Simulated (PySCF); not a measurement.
Compound: C2H3F2O (doublet state).
Geometry (GFN2-xTB, Å), atoms numbered from 1 in this order:
```
atom  x, y, z in Å
O1    -1.4338    0.2399    0.5276
C2    -0.4374   -0.0056   -0.4142
C3     0.9337    0.3523    0.0684
F4     1.3086   -0.1851    1.2438
F5     1.9343    0.2344   -0.8119
H6    -1.1835   -0.1473    1.3763
H7    -0.4429   -1.0751   -0.7171
H8    -0.6699    0.5959   -1.2974
```

The hyperfine couplings belong to this conformer and change with its torsions.

Identity: `OC[C](F)F` [radical].

Computed, not measured: PySCF, UKS B3LYP, pcH-1 on C F H O, non-relativistic, mean-field spin-orbit, GIAO. The structure is a single GFN2-xTB conformer in the gas phase; no vibrational or solvent corrections. The geometry wasn't refined by DFT: couplings that depend on bond lengths, twists or pyramidal angles can differ widely from those at the functional's own minimum. The SCF solution wasn't tested for stability.

Task: The isotropic 13C couplings are +394.0, +20.1 MHz. Assign them to C2; C3.

Result: 
```tsv
site	a_iso (MHz)	ρ(0) (bohr⁻³)	position	distance from C3 (Å)	spin population	largest |T| (MHz)
C2	+20.1	+0.0179	1 bond from C3	1.50	-0.03	11.5
C3	+394.0	+0.3504	largest spin population	0.00	+0.84	160.0
```

Task: Match the computed a_iso(1H) values +60.0, -0.8 MHz (means over equivalent nuclei) with the sites H6; H7/H8.

Result: 
```tsv
site	a_iso (MHz)	ρ(0) (bohr⁻³)	position	distance from C3 (Å)	bound to	spin population there	largest |T| (MHz)
H6	-0.8	-0.0002	γ, 3 bonds from C3	2.54	O1	0.00	7.1
H7/H8	+60.0	+0.0134	β, 2 bonds from C3	2.13	C2	-0.03	10.1
```

ρ(0) is the spin density at the nucleus and T the dipolar tensor; entries for several nuclei are means. Largest spin populations (Mulliken): C3 (+0.84) and H7 (+0.07). C3 is the only atom above +0.15. The angles at C3 add up to 342.4°, so it is pyramidal.

Class means assume fast exchange of nuclei equivalent by connectivity; if that motion is slow, each nucleus keeps its own coupling. The 1H value of +60.0 MHz is a mean of couplings from 17.1 to 103.0 MHz in this one geometry, not an average over conformers. The 19F value of +239.3 MHz is a mean of couplings from 220.9 to 257.8 MHz in this one geometry, not an average over conformers.

Time: 15 s wall (with the writing of density and orbital grids); peak memory 0.63 GiB. Hardware: Arm Neoverse V1, one thread, on a shared host.
